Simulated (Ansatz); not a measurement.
BP2⁻, relaxed as a singlet with RKS PBE0-D4/def2-TZVPD in Ansatz, starting from the GFN2-xTB geometry. Force threshold 0.02 eV/Å.

The restricted singlet is unstable towards broken spin symmetry in Hartree–Fock (as tested in another run); at PBE0-D4/def2-TZVPD this wasn't settled. The highest occupied level of the charge -1 singlet lies above zero (up to 0.17 eV). The electron is either unbound and held by the finite basis, or the level is raised by self-interaction error. Another isomer (triplet) lies 1.16 eV lower at PBE0-D4/def2-TZVPD; other spin states weren't run for this one.

Start:

Cartesian coordinates in Å:
```
B -1.451 -0.236 -0.070
P 1.290 0.634 0.733
P 0.160 -0.399 -0.663
```

```
step  energy (eV)  largest force component (eV/Å)  SCF passes
   1  -19243.2665                           4.124          19
   2  -19244.0880                           2.031          28
   3  -19244.7866                           1.487          27
   4  -19245.1556                           0.604          26
   5  -19245.1737                           0.280          22
   6  -19245.1773                           0.012          22
```

Force components are those of the run's own axes.

End:

```xyz
3

B    -1.0811    0.0224    0.2602
P     0.7514    0.5403    0.6964
P     0.3298   -0.5626   -0.9566
```

Bonds formed: B1–P2 (atoms count from 1).

No frequencies were taken in this run, so the end may be a saddle point.

Hardware: 4 threads of Arm Neoverse V1 on a shared host. Wall time 4.2 s.
